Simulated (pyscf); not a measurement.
## Four-centre exchange: H₃C–ZnH + HCl → CH₄ + Cl–ZnH

Gas phase, singlet surface, charge 0. Bonds broken: C1–Zn2, Cl7–H8. Bonds formed: C1–H8, Zn2–Cl7. Single points on ωB97X-D3(BJ)/def2-SVP structures (PySCF, gas phase). MP2 and CC: frozen core, UHF for open shells. ΔMP2 is the change of the MP2 total energy from the triple- to the quadruple-zeta basis.

Transition state (Å):

```xyz
8

C     -0.2713     0.6778     0.1485
Zn     0.2898    -1.2226     0.7631
H      0.0627     1.2873     1.0060
H     -1.2294     1.1260    -0.1708
H      0.4220     0.8441    -0.6941
H      1.3454    -2.2280     1.2496
Cl    -2.1366    -1.7041     0.3723
H     -1.3525    -0.4514     0.2130
```

One imaginary mode, 977i cm⁻¹; descent along it reached the two sides named.

| bond | change | reactant side (Å) | saddle | product side |
|---|---|---|---|---|
| C1–Zn2 | breaks | 1.959 | 2.075 | 3.0 |
| Cl7–H8 | breaks | 1.285 | 1.486 | 2.9 |
| C1–H8 | forms | 3.1 | 1.565 | 1.100 |
| Zn2–Cl7 | forms | 2.9 | 2.504 | 2.120 |

Electronic energies relative to the separated reactants (kcal/mol):

| level | barrier | reaction energy | reverse barrier |
|---|---|---|---|
| ωB97X-D3(BJ)/def2-TZVP | 7.2 | -41.2 | 48.4 |
| PBE/def2-TZVP | 5.0 | -38.1 | 43.1 |
| r²SCAN/def2-TZVP | 3.7 | -40.6 | 44.3 |
| B3LYP-D3(BJ)/def2-TZVP | 8.2 | -40.4 | 48.5 |
| PBE0-D3(BJ)/def2-TZVP | 5.0 | -39.8 | 44.8 |
| M06-2X/def2-TZVP | 5.4 | -42.6 | 48.0 |
| ωB97M-D3(BJ)/def2-TZVP | 9.2 | -39.6 | 48.8 |
| HF/def2-TZVP | 20.2 | -47.6 | 67.8 |
| MP2/def2-QZVPP | 7.6 | -38.0 | 45.6 |
| CCSD/def2-TZVPP | 12.4 | -39.4 | 51.8 |
| CCSD(T)/def2-TZVPP | 10.3 | -38.4 | 48.7 |
| CCSD(T)/def2-TZVPP + ΔMP2(QZVPP) | 8.4 | -38.5 | 46.9 |

With CCSD(T)/def2-TZVPP + ΔMP2(QZVPP) energies and thermal terms (ideal gas, 1 atm, RRHO with modes under 100 cm⁻¹ raised to 100, one conformer, R ln 2 for chiral ones without a mode under 150 cm⁻¹), in kcal/mol:

```
T (K)  ΔH‡   ΔG‡     ΔH     ΔG
-----  ---  ----  -----  -----
298    7.2  16.0  -36.1  -35.5
600    7.3  24.8  -36.6  -34.6
900    7.7  33.5  -37.0  -33.6
1200   8.2  42.1  -37.3  -32.4
```

One saddle was located; it need not be the lowest between these sides. The CCSD(T) − MP2 part came from Ansatz, without density fitting, on the same reference. The frozen core leaves the outer d or s,p core shells of the metals and heavy elements correlated in the MP2 and CC values, and def2-TZVPP describes them poorly, which can shift differences by a few kcal/mol. Elements up to Kr have no core potential and no relativistic terms here.
